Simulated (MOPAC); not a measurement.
MOPAC input (PM3):

```
PM3 1SCF CHARGE=1 GEO-OK AUX(PRECISION=9) THREADS=1
CH

C    -0.00000000 1   -0.00000000 1   -0.16250200 1
H     0.00000000 1    0.00000000 1    0.97501202 1
```

**Question.** What heat of formation does the run end on, and which ionisation energy by Koopmans theorem?

**Answer.** 367.02 kcal/mol; 19.32 eV.
